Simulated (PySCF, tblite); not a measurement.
## A complex of water and methylamine

A gas-phase complex of water and methylamine; neutral, singlet. The structure comes from a short search (6 tight-binding starts) and was relaxed by PBE0-D3(BJ)/def2-SVPD; another way of binding may lie lower. No frequency run checks that it is a minimum.

| part | name | SMILES | atoms | charge | multiplicity |
| --- | --- | --- | --- | --- | --- |
| 1 | water | O | 1–3 | 0 | 1 |
| 2 | methylamine | CN | 4–10 | 0 | 1 |

```tsv
atom	part	x (Å)	y (Å)	z (Å)
O1	1	-0.181	0.525	0.289
H2	1	-0.411	-0.169	-0.366
H3	1	0.776	0.508	0.356
C4	2	0.140	-2.489	-1.753
N5	2	-0.923	-1.516	-1.557
H6	2	0.429	-2.913	-0.782
H7	2	-0.122	-3.323	-2.427
H8	2	1.025	-1.985	-2.165
H9	2	-1.211	-1.093	-2.434
H10	2	-1.748	-1.942	-1.147
```

```csv
contact,kind (by geometry),distance (Å),angle (°)
H2···N5,hydrogen bond,1.870,177
```

Interaction energies are complex less parts, with the parts frozen as they stand in it; counterpoise-corrected, in kcal/mol (PySCF).

(1) Give the interaction energy at each level run.

(2) What holds them together? Decompose the wB97M-D3(BJ)/def2-TZVPD energy: frozen parts, their antisymmetrised product, then relaxation.

The parts were also relaxed and run alone, at the levels used for the complex: shieldings by PBE0/pcSseg-2; core levels by delta-SCF with SCAN, pcX-2 on the ionised atom and pcseg-1 elsewhere, spin-free X2C.

Values alone: O1–H2 bond (Å): 0.961; shielding of H2 (ppm): 30.85; shielding of N5 (ppm): 244.4; shielding of O1 (ppm): 328.9; O1 1s core level (eV): 539.76; C4 1s core level (eV): 291.56; N5 1s core level (eV): 405.10.

(3) What does binding change?

## Answers

(1) 
| level | interaction | superposition error removed |
| --- | --- | --- |
| wB97M-D3(BJ)/def2-TZVPD | -7.12 | -0.14 |
| PBE0-D3(BJ)/def2-TZVPD | -7.89 | -0.12 |

(2) electrostatic -14.6, Pauli repulsion +15.2, orbital relaxation -6.8, dispersion correction -1.2 kcal/mol, which sum to the value before the counterpoise correction; the Pauli term holds the exchange-correlation of the frozen density too. Of the attraction, 65 % is electrostatic, 30 % is orbital relaxation, 5 % is dispersion correction.

(3) 
```csv
property,alone,in the complex,change
O1–H2 bond (Å),0.961,0.981,+0.021
shielding of H2 (ppm),30.85,25.24,-5.62
shielding of N5 (ppm),244.4,236.9,-7.5
shielding of O1 (ppm),328.9,317.7,-11.1
O1 1s core level (eV),539.76,537.82,-1.94
C4 1s core level (eV),291.56,292.08,+0.53
N5 1s core level (eV),405.10,405.74,+0.64
```
